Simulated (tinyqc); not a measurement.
FCI on RHF in the sto-3g basis, for HF, spin multiplicity 1, step by step. One step of it, computed by the program tinyqc.

Problem. FCI: roots. Diagonalise (each vector has its largest component positive (the first on a tie)); all determinants have Ms = 0, so triplets appear too. The lowest singlet root is the correlation energy.

Occupation strings over the orbitals (2 doubly, a alpha, b beta, 0 empty; spin orbitals ordered 1a 1b 2a 2b ...): 222220 22a22b 2a222b a2222b 22b22a 2b222a b2222a 222202 222022 220222 2ab222 a2b222 2ba222 202222 ab2222 b2a222 ba2222 022222

H - E(HF) between determinants (hartree):
```
           222220     22a22b     2a222b     a2222b     22b22a     2b222a     b2222a     222202
222220   0.000000   0.000000   0.000000   0.000000   0.000000   0.000000   0.000000   0.031587
22a22b   0.000000   0.695013  -0.014131  -0.022475  -0.175449  -0.057114   0.006442   0.014380
2a222b   0.000000  -0.014131   1.489191   0.024560  -0.057114  -0.097274  -0.015608   0.042548
a2222b   0.000000  -0.022475   0.024560  25.649418   0.006442  -0.015608  -0.025952   0.010784
22b22a   0.000000  -0.175449  -0.057114   0.006442   0.695013  -0.014131  -0.022475  -0.014380
2b222a   0.000000  -0.057114  -0.097274  -0.015608  -0.014131   1.489191   0.024560  -0.042548
b2222a   0.000000   0.006442  -0.015608  -0.025952  -0.022475   0.024560  25.649418  -0.010784
222202   0.031587   0.014380   0.042548   0.010784  -0.014380  -0.042548  -0.010784   1.314168
222022   0.031587   0.014380   0.042548   0.010784  -0.014380  -0.042548  -0.010784   0.053770
220222   0.175449   0.110169  -0.094298  -0.002261  -0.110169   0.094298   0.002261   0.048352
2ab222  -0.057114   0.094298  -0.150097   0.006236  -0.028522   0.045279   0.020248   0.043028
a2b222   0.006442   0.002261   0.006236  -0.340911  -0.022392   0.025103   0.008392   0.011541
2ba222   0.057114  -0.028522   0.045279   0.020248   0.094298  -0.150097   0.006236  -0.043028
202222   0.097274   0.045279   0.062508  -0.005362  -0.045279  -0.062508   0.005362   0.180586
ab2222  -0.015608  -0.020248   0.005362  -0.178798   0.025103  -0.009874   0.027252  -0.039029
b2a222  -0.006442  -0.022392   0.025103   0.008392   0.002261   0.006236  -0.340911  -0.011541
ba2222   0.015608   0.025103  -0.009874   0.027252  -0.020248   0.005362  -0.178798   0.039029
022222   0.025952   0.008392   0.027252  -0.177776  -0.008392  -0.027252   0.177776   0.029606

           222022     220222     2ab222     a2b222     2ba222     202222     ab2222     b2a222
222220   0.031587   0.175449  -0.057114   0.006442   0.057114   0.097274  -0.015608  -0.006442
22a22b   0.014380   0.110169   0.094298   0.002261  -0.028522   0.045279  -0.020248  -0.022392
2a222b   0.042548  -0.094298  -0.150097   0.006236   0.045279   0.062508   0.005362   0.025103
a2222b   0.010784  -0.002261   0.006236  -0.340911   0.020248  -0.005362  -0.178798   0.008392
22b22a  -0.014380  -0.110169  -0.028522  -0.022392   0.094298  -0.045279   0.025103   0.002261
2b222a  -0.042548   0.094298   0.045279   0.025103  -0.150097  -0.062508  -0.009874   0.006236
b2222a  -0.010784   0.002261   0.020248   0.008392   0.006236   0.005362   0.027252  -0.340911
222202   0.053770   0.048352   0.043028   0.011541  -0.043028   0.180586  -0.039029  -0.011541
222022   1.314168   0.048352   0.043028   0.011541  -0.043028   0.180586  -0.039029  -0.011541
220222   0.048352   1.534261   0.135048   0.044092  -0.135048   0.157299  -0.020963  -0.044092
2ab222   0.043028   0.135048   2.300991   0.022328  -0.157299   0.103740   0.008716  -0.020963
a2b222   0.011541   0.044092   0.022328  26.506764  -0.020963  -0.008716  -0.229878  -0.023277
2ba222  -0.043028  -0.135048  -0.157299  -0.020963   2.300991  -0.103740   0.025051   0.022328
202222   0.180586   0.157299   0.103740  -0.008716  -0.103740   3.183755  -0.013853   0.008716
ab2222  -0.039029  -0.020963   0.008716  -0.229878   0.025051  -0.013853  27.481589   0.022058
b2a222  -0.011541  -0.044092  -0.020963  -0.023277   0.022328   0.008716   0.022058  26.506764
ba2222   0.039029   0.020963   0.025051   0.022058   0.008716   0.013853  -0.075038  -0.229878
022222   0.029606   0.023277   0.022058  -0.123308  -0.022058   0.075038   0.470741   0.123308

           ba2222     022222
222220   0.015608   0.025952
22a22b   0.025103   0.008392
2a222b  -0.009874   0.027252
a2222b   0.027252  -0.177776
22b22a  -0.020248  -0.008392
2b222a   0.005362  -0.027252
b2222a  -0.178798   0.177776
222202   0.039029   0.029606
222022   0.039029   0.029606
220222   0.020963   0.023277
2ab222   0.025051   0.022058
a2b222   0.022058  -0.123308
2ba222   0.008716  -0.022058
202222   0.013853   0.075038
ab2222  -0.075038   0.470741
b2a222  -0.229878   0.123308
ba2222  27.481589  -0.470741
022222  -0.470741  55.599972
```

Give: lowest roots of this matrix, relative to E(HF); lowest vectors; <S^2> of these roots; weight of the ground state by excitation level 0, 1, 2, ....

Solution.

lowest roots of this matrix, relative to E(HF) (hartree): -0.027  0.512  0.824  1.260  1.281  1.382  1.491  1.626

lowest vectors:
```
        root 1  root 2  root 3  root 4
222220   0.992   0.000  -0.038   0.000
22a22b   0.012   0.705   0.686   0.000
2a222b  -0.002   0.054  -0.076   0.000
a2222b   0.000   0.000   0.001   0.000
22b22a  -0.012   0.705  -0.686   0.000
2b222a   0.002   0.054   0.076   0.000
b2222a   0.000   0.000  -0.001   0.000
222202  -0.017   0.000   0.005   0.707
222022  -0.017   0.000   0.005  -0.707
220222  -0.115   0.000  -0.206   0.000
2ab222   0.030  -0.025  -0.045   0.000
a2b222   0.000   0.000   0.000   0.000
2ba222  -0.030  -0.025   0.045   0.000
202222  -0.025   0.000  -0.004   0.000
ab2222   0.000   0.000   0.001   0.000
b2a222   0.000   0.000   0.000   0.000
ba2222   0.000   0.000  -0.001   0.000
022222   0.000   0.000   0.000   0.000
```

<S^2> of these roots: 0.000  2.000  0.000  0.000  0.000  2.000  0.000  0.000

weight of the ground state by excitation level 0, 1, 2, ...: 0.984  0.000  0.016
